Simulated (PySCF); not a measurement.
# SMILES [H]/N=C\C=N/[H], C2H4N2

Geometry (Å), atoms numbered from 1 in this order:
```xyz
8

N     1.8006   -0.0427    0.0611
C     0.6004   -0.4173    0.0794
C    -0.6000    0.4239   -0.0891
N    -1.7978    0.0412   -0.0625
H     1.9359    0.9577   -0.0906
H     0.4200   -1.4796    0.2379
H    -0.4267    1.4867   -0.2519
H    -1.9234   -0.9605    0.0911
```

The calculation used GIAO BHandHLYP/pcSseg-1 magnetisability, rotational g tensor and spin-rotation constants, non-relativistic, gas phase (PySCF). Geometry: GFN2-xTB.

(1) Give the nuclear spin-rotation constants along the inertial axes (H = +C I·J) beside the isotropic shieldings.

(2) How do the rotational constants and the g tensor change when H5, H6, H7, H8 are replaced by deuterium?

Answers

(1) Rotational constants 48.1708, 4.6934, 4.2767 GHz. A star marks the isotopologue with that one atom substituted, in its own axes.
| atom | isotope | Caa (kHz) | Cbb (kHz) | Ccc (kHz) | mean (kHz) | σ (ppm) |
| --- | --- | --- | --- | --- | --- | --- |
| N1 | 14N | 11.155 | 1.490 | 0.131 | 4.259 | -113.2 |
| N4 | 14N | 11.115 | 1.502 | 0.132 | 4.250 | -114.6 |
| H5 | 1H | -4.394 | 0.832 | -0.551 | -1.371 | 20.5 |
| H6 | 1H | -4.766 | 0.527 | -0.469 | -1.569 | 24.3 |
| H7 | 1H | -4.787 | 0.529 | -0.469 | -1.576 | 24.3 |
| H8 | 1H | -4.435 | 0.840 | -0.551 | -1.382 | 20.4 |
| C2 | 13C* | 17.985 | 2.490 | 0.941 | 7.138 | 14.3 |

For the geometry as given, no vibrational averaging.

(2) Constants 29.4536, 4.3838, 3.8159 GHz; g -0.2837, -0.0759, -0.0148, against -0.4520, -0.0824, -0.0166 before.
